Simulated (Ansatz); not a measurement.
**NH, triplet: reading a ladder of total energies**

Geometry: MP2(full)/6-31G*, from the G2/97 set.

```xyz
2

N     0.0000    0.0000    0.0000
H     0.0000    0.0000    1.0394
```

Basis 6-31G* (Cartesian d functions); Ansatz 0.2.0. Only valence electrons are correlated (noble-gas cores frozen), which leaves 6 electrons in 16 orbitals. Prefix R: restricted or restricted open-shell reference; prefix U: unrestricted.

Full CI is exact within this basis and frozen core; it isn't the basis-set limit. The frozen core follows each run's orbitals, which can shift R against U totals by a few meV.

Runs differ by some tens of microhartree through their thresholds and, for an open shell, their frozen cores, so steps under 0.1 kcal/mol mean nothing.

| level | total energy (hartree) |
| --- | --- |
| UHF | -54.959237 |
| UMP2 | -55.058778 |
| UCCSD | -55.078052 |
| UCCSD(T) | -55.079314 |
| UCCSDT | -55.079562 |
| UCCSDT(Q) | -55.079675 |
| UCCSDTQ | -55.079693 |
| full CI | -55.079611 |

Problem. What is the correlation energy at full CI, and what share of it do UMP2 and UCCSD(T) recover?

Solution. E(corr) = -55.079611 − (-54.959237) = -0.120374 hartree = -3.276 eV. UMP2: -0.099541 / -0.120374 = 82.69 %. UCCSD(T): -0.120077 / -0.120374 = 99.75 %.

Problem. By how many kcal/mol does UCCSD(T) miss full CI (1 hartree = 627.509 kcal/mol), and which steps make up the rest?

Solution. -55.079314 − (-55.079611) = 0.000297 hartree = 0.19 kcal/mol. Steps: UCCSDT − UCCSD(T) = -0.16, UCCSDT(Q) − UCCSDT = -0.07, UCCSDTQ − UCCSDT(Q) = -0.01, full CI − UCCSDTQ = 0.05 kcal/mol. That is within 1 kcal/mol of the reference in this basis, which itself misses far more of the correlation at the basis-set limit.
